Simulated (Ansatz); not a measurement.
Chalcopyrite CuGaSe2 was calculated with PBE-D3(BJ) in Ansatz (PAW).

Run with plane-wave cutoff 500 eV, 10×10×10 k mesh, Fermi–Dirac smearing 0.05 eV, no spin polarisation, scalar-relativistic PAW data made under PBE.

Cell (relaxed at this level):

```yaml
crystal:
  lattice:
    - [-2.79805, 2.79805, 5.55027]
    - [2.79805, -2.79805, 5.55027]
    - [2.79805, 2.79805, -5.55027]
  atoms:
    - { symbol: Ga, position: [0.25000, 0.75000, 0.50000] }
    - { symbol: Ga, position: [0.50000, 0.50000, 0.00000] }
    - { symbol: Cu, position: [0.75000, 0.25000, 0.50000] }
    - { symbol: Cu, position: [0.00000, 0.00000, 0.00000] }
    - { symbol: Se, position: [0.11817, 0.12500, 0.49317] }
    - { symbol: Se, position: [0.87500, 0.36817, 0.99317] }
    - { symbol: Se, position: [0.63183, 0.62500, 0.50683] }
    - { symbol: Se, position: [0.37500, 0.88183, 0.00683] }
```

Q: Predict the band gap.

A: 
- band gap: 0.16 eV (on the SCF k mesh)

Measured, for comparison: band gap 1.67 eV (temperature not stated, not corrected to a static lattice, direct or pseudo-direct at Γ; as tabulated in Ghosh et al. (2024), arXiv:2401.16805).

Spin–orbit coupling is not included.

The computed numbers hold no vibrational or temperature effects.

Ansatz is a first-principles code.
